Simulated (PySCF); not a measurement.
## Two-dimensional NMR puzzle

Compound of formula C4H6O. Correlations simulated from computed shifts and couplings:

HSQC (one-bond C–H):
```csv
δH,δC,"$^{1}J$(C,H) (Hz)"
6.52,157.8,181
4.84,96.4,164
4.39,96.4,171
```

COSY cross peaks (|J| ≥ 2 Hz):
```csv
δH,δH,abs. J (Hz),bonds
6.52,4.84,13.9,3
6.52,4.39,7.3,3
4.84,4.39,2.9,2
```

HMBC (two and three bonds, |J| ≥ 2.5 Hz):
```csv
δH,δC [abs. J in Hz]
6.52,"157.8 [7.5], 96.4 [8.5]"
4.84,157.8 [6.9]
4.39,157.8 [8.7]
```

PySCF calculation with shieldings: GIAO PBE0/pcSseg-1, GFN2-xTB structure and B3LYP/pcJ-1 coupling constants (without the spin–dipole term); one conformer, one averaged value for each set of equivalent atoms, non-relativistic Hamiltonian, in vacuum.

Scale: $^{1}$H and $^{13}$C against TMS (reference shieldings calculated alike).

Exchangeable hydrogens are left out of these lists, and C,H couplings along chains are those of one rotamer, so weak HMBC peaks may be missing or extra.

Question: Work out the connectivity.

Answer: SMILES C=COC=C.

Mapped SMILES: `[CH2:1]=[CH:2][O:3][CH:4]=[CH2:5]` (H(Xn): hydrogen on atom n). Ha(C1), Ha(C5) are cis to O3; Hb(C1), Hb(C5) are trans to O3.

1. δC 157.8 is C2/C4, an alkene carbon bearing oxygen (δH 6.52).
2. δC 96.4 is C1/C5, a β carbon of an enol-ether or enamine type C=C (δH 4.39, 4.84).
3. COSY links 6.52–4.84, 6.52–4.39, 4.84–4.39.

Unscaled 3J(H,H) at this level run about 10 % above measured values. Shifts are as computed. Against solution values, carbons near 30 ppm lie about +3 ppm off and those near 130 ppm about +5 ppm. Of 1211 compounds with measured shifts, 218 miss one by over three times the rms of a fit or turn the order of signals round; such compounds aren't used in these exercises.
